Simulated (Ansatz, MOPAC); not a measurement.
**Band gap of antifluorite Mg2Si: levels of theory against measurement**

Reference value: 0.77 eV (measured, temperature not stated, not corrected to a static lattice, indirect, Γ–X; as tabulated in Ryu et al. (2019), arXiv:1905.06140).

```
level (code)                                  value (eV)  cell (Å³/atom)  difference (eV)
---------------------------------------  ---------------  --------------  ---------------
PM7 semi-empirical Hartree-Fock (MOPAC)             6.75           18.56            +5.98
PBE (Ansatz)                             0.21 (indirect)           21.31            -0.56
rVV10 (Ansatz)                                      0.33           21.44            -0.44
Hartree–Fock (Ansatz)                    4.87 (indirect)           21.31            +4.10
G0W0@PBEsol (Ansatz)                     0.63 (indirect)           21.34            -0.14
```

Leaving aside PM7 semi-empirical Hartree-Fock (MOPAC) (doubt noted below): Closest of the ranked levels: G0W0@PBEsol (-0.14 eV). Among them Hartree–Fock (+4.10 eV) misses by most.

Semilocal Kohn–Sham gaps run low as a rule, and all computed gaps are for a static lattice, while measured ones hold electron–phonon shifts unless said otherwise.  PM7 semi-empirical Hartree-Fock (MOPAC), rVV10: the gap is read on the k mesh or supercell of the run alone and can be too large. PM7 semi-empirical Hartree-Fock (MOPAC): the method was fitted mainly to molecules. PM7 semi-empirical Hartree-Fock (MOPAC): gaps of these semi-empirical methods are Hartree–Fock-like level differences, and their formation enthalpies are fitted 298 K values. Values are at the measured cell; PM7 semi-empirical Hartree-Fock (MOPAC) at the level's own relaxed cell; rVV10 at the level's own equilibrium cell. Cutoffs and k meshes differ between the levels. Ansatz's density-functional and Hartree–Fock values are scalar-relativistic unless marked +SOC, with PAW data made under PBE.

Differences are worked out from the printed values.

Ansatz is a first-principles code.
